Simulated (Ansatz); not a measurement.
```yaml
crystal:
  periodic: [false, false, false]
  atoms:
    - {symbol: Al, position_ang: [0.036449, 0.001532, -1.286407]}
    - {symbol: Cl, position_ang: [-0.022582, 1.353544, 0.490877]}
    - {symbol: Cl, position_ang: [-0.005158, -1.354710, 0.488145]}
basis:
  gaussian: {orbitals: def2-TZVP}
magnetization: {spin_polarized: true, initial_magnetization: 3}
hamiltonian: {xc: pbe0}
relax: {f_tol: 0.004, max_steps: 80}
```

```sh
$ ansatz run in.yaml --threads 1 --pin off --events-out ev --progress --plain --max-ram 2176MiB
```

Steps of the relaxation (energy above the last step; positions in Å, forces in eV/Å):

```
3
step 1, 15.7 meV
Al    0.036    0.002   -1.286    0.013    0.001   -0.472
Cl   -0.023    1.354    0.491   -0.006   -0.038    0.236
Cl   -0.005   -1.355    0.488   -0.007    0.038    0.236
```

```
3
step 2, 1.8 meV
Al    0.037    0.002   -1.314    0.006    0.000   -0.207
Cl   -0.023    1.323    0.505   -0.003    0.062    0.104
Cl   -0.006   -1.324    0.502   -0.003   -0.062    0.104
```

```
3
step 3, 0.0 meV
Al    0.038    0.002   -1.327    0.000    0.000    0.005
Cl   -0.023    1.323    0.511    0.000   -0.005   -0.002
Cl   -0.006   -1.324    0.508    0.000    0.005   -0.002
```

```
3
step 4, 0.0 meV
Al    0.038    0.002   -1.327    0.000    0.000    0.000
Cl   -0.023    1.323    0.511    0.000    0.000    0.000
Cl   -0.006   -1.324    0.508    0.000    0.000    0.000
```

Close pairs at the end: Al1–Cl3 2.264 Å, Al1–Cl2 2.264 Å, Cl2–Cl3 2.646 Å.

A stationary point of unrestricted PBE0 after 4 steps, with ⟨S²⟩ = 3.756 against 3.75 for a pure state; no frequencies were run, so it isn't proven a minimum. 22 s on 1 thread of Intel Xeon Platinum 8375C, shared host.
